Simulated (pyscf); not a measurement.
`[NH2][AlH][Cl]` → `[Al][Cl]` [singlet] + `[NH3]` (1,1-elimination; singlet surface; Al–N, Al–H broken, H–N formed). Structures and frequencies: ωB97X-D3(BJ)/def2-SVP in PySCF. Correlated levels are frozen-core, on RHF or UHF. ΔMP2 is the change of the MP2 total energy from the triple- to the quadruple-zeta basis. Energies in kJ/mol from the reactant's lowest minimum found.

```tsv
level	barrier	reaction energy
ωB97X-D3(BJ)/def2-TZVP	308.2	+163.7
PBE/def2-TZVP	242.9	+137.9
r²SCAN/def2-TZVP	271.8	+170.8
ωB97M-D3(BJ)/def2-TZVP	[?]	+143.0
MP2/def2-QZVPP	294.6	+166.1
CCSD/def2-TZVPP	303.2	+146.1
CCSD(T)/def2-TZVPP + ΔMP2(QZVPP)	[?]	[?]
```

Q: Complete the blanks.

A: 
- ωB97M-D3(BJ)/def2-TZVP, barrier: 292.5
- CCSD(T)/def2-TZVPP + ΔMP2(QZVPP), barrier: 286.5
- CCSD(T)/def2-TZVPP + ΔMP2(QZVPP), reaction energy: +151.2

Of the functionals in the table, ωB97M-D3(BJ) is closest to CCSD(T)/def2-TZVPP + ΔMP2(QZVPP) in the barrier (5.9 kJ/mol apart) and PBE least close (43.7 kJ/mol); that level has limits of its own. On the product side the descent ends in an adduct with a Al–N contact, 57.6 kJ/mol under the separated species and 202.1 kJ/mol under the saddle at ωB97X-D3(BJ)/def2-TZVP. What is counted as broken (Al–N) persists as a longer contact in the product adduct; parting that adduct is a step of its own. One saddle was located; it need not be the lowest between these sides. The CCSD(T) − MP2 part came from Ansatz, without density fitting, on the same reference.
